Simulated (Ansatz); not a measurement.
Input file:

```yaml
crystal:
  periodic: [false, false, false]
  atoms:
    - {symbol: Si, position_ang: [0.000000, 0.000000, 0.000000]}
    - {symbol: N, position_ang: [0.000000, 0.000000, 1.563809]}
basis:
  gaussian: {orbitals: 6-31G}
total_charge: 1
magnetization: {spin_polarized: true, initial_magnetization: 2}
correlation: {method: ccsdtq, electrons: outside_noble_gas}
```

```sh
$ ansatz run in.yaml --threads 1 --pin off --events-out ev --progress --plain --max-ram 2393MiB
```

Log:

```
455 factors; integrals over basis functions are off by at most 4.1e-8 eV
mean field evaluation 1: about -9320.9044 eV, gradient 3.6e1 eV
mean field evaluation 2: about -9321.0037 eV, gradient 3.6e1 eV
mean field evaluation 4: about -9329.0238 eV, gradient 3.6e0 eV
mean field evaluation 8: about -9329.9049 eV, gradient 4.3e-1 eV
mean field evaluation 16: about -9329.9263 eV, gradient 2.1e-6 eV
mean field evaluation 32: about -9329.9241 eV, gradient 1.5e-1 eV
mean field evaluation 64: about -9329.5431 eV, gradient 6.6e-4 eV
mean field evaluation 96: about -9329.8466 eV, gradient 5.5e-1 eV
mean field evaluation 128: about -9329.5431 eV, gradient 1.8e-6 eV
mean field evaluation 160: about -9327.2335 eV, gradient 7.6e0 eV
...
cycle  14  -3.60539363 eV  change   -7.8e-5 eV  update   8.9e-5
cycle  15  -3.60546958 eV  change   -7.6e-5 eV  update   5.8e-5
cycle  16  -3.60548893 eV  change   -1.9e-5 eV  update   3.7e-5
cycle  17  -3.60544065 eV  change    4.8e-5 eV  update   2.0e-5
cycle  18  -3.60541974 eV  change    2.1e-5 eV  update   1.2e-5
cycle  19  -3.60541410 eV  change    5.6e-6 eV  update   9.0e-6
cycle  20  -3.60541912 eV  change   -5.0e-6 eV  update   6.0e-6
cycle  21  -3.60543011 eV  change   -1.1e-5 eV  update   3.4e-6
cycle  22  -3.60543462 eV  change   -4.5e-6 eV  update   1.6e-6
cycle  23  -3.60543525 eV  change   -6.3e-7 eV  update   9.2e-7
Total energy: -9333.53168690 eV, -343.0009629986 hartree
```

For the same geometry and basis full CI lies 0.9 meV lower.

Ran on 1 thread of Arm Neoverse V1, shared host: 24 s wall, 0.23 GiB peak host memory.
